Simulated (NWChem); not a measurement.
Molecule: hydrogen peroxide (H2O2); SMILES OO

Program: NWChem. The geometry was optimised at PBE0/def2-SVP. Total energies compare along this basis series because the functional is fixed.

```json
[
 {"level": "CAM-B3LYP/3-21G", "basis functions": "22", "energy (Ha)": "-150.6374", "highest occupied level (eV)": "…", "orbital gap (eV)": "…", "dipole (D)": "…"},
 {"level": "CAM-B3LYP/pcseg-1", "basis functions": "38", "energy (Ha)": "-151.4676", "highest occupied level (eV)": "-9.45", "orbital gap (eV)": "11.46", "dipole (D)": "1.83"},
 {"level": "CAM-B3LYP/aug-pcseg-1", "basis functions": "64", "energy (Ha)": "-151.4823", "highest occupied level (eV)": "-9.79", "orbital gap (eV)": "9.95", "dipole (D)": "1.66"},
 {"level": "CAM-B3LYP/pcseg-2", "basis functions": "88", "energy (Ha)": "-151.5707", "highest occupied level (eV)": "-9.71", "orbital gap (eV)": "10.86", "dipole (D)": "1.76"},
 {"level": "CAM-B3LYP/def2-TZVPP", "basis functions": "90", "energy (Ha)": "-151.5710", "highest occupied level (eV)": "-9.62", "orbital gap (eV)": "11.31", "dipole (D)": "1.74"},
 {"level": "CAM-B3LYP/def2-QZVP", "basis functions": "174", "energy (Ha)": "-151.5808", "highest occupied level (eV)": "-9.70", "orbital gap (eV)": "10.99", "dipole (D)": "1.71"}
]
```

Complete the blanks.


- CAM-B3LYP/3-21G, highest occupied level (eV): -8.35
- CAM-B3LYP/3-21G, orbital gap (eV): 11.79
- CAM-B3LYP/3-21G, dipole (D): 2.02
